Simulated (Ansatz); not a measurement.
Ideal-gas functions of `ClC1=NCO1` at 400 K and 1 bar, from an Ansatz frequency run at PBE0-D4/def2-TZVP.

Molar mass 91.5 g/mol, point group Cs (symmetry number 1), electronic degeneracy 1, moments of inertia 34.467, 171.35, 202.479 u Å². Harmonic wavenumbers (cm⁻¹, unscaled): 260, 358, 544, 672, 883, 1025, 1034, 1062, 1108, 1199, 1343, 1493, 1666, 3101, 3179.

Use S(trans) = R[1.5 ln M + 2.5 ln T − 1.1517]; rotational temperatures θ = 24.2544 K / I; S(rot) = R[ln(√π/σ · √(T³/θAθBθC)) + 1.5]; for each mode x = 1.438777 ν̃/T, S = R[x/(eˣ − 1) − ln(1 − e⁻ˣ)] and H = RT x/(eˣ − 1); 1 cm⁻¹ = 0.0119627 kJ/mol; R = 8.31446 J/(mol·K).

Problem. By hand: the entropy, in J/(mol·K).

Solution. Translation 171.3. Rotation: θ = 0.7037, 0.1415, 0.1198 K, giving 110.4. Vibration, mode by mode: 9.17, 6.76, 3.94, 2.74, 1.51, 1.00, 0.97, 0.90, 0.78, 0.60, 0.39, 0.25, 0.15, 0.00, 0.00, in all 29.2. Electronic 0.0. Sum 310.9 J/(mol·K).

Problem. By hand: H − E and G − E in kJ/mol, counted from the electronic energy.

Solution. Zero-point energy ½ × 18927 × 0.0119627 = 113.2; thermal vibration 7.6; translation, rotation and pV give 4 RT = 13.3. H − E = 134.1 kJ/mol, and G − E = 134.1 − 400 × 310.9/1000 = 9.7 kJ/mol.

Vibration gives 9 % of the entropy.
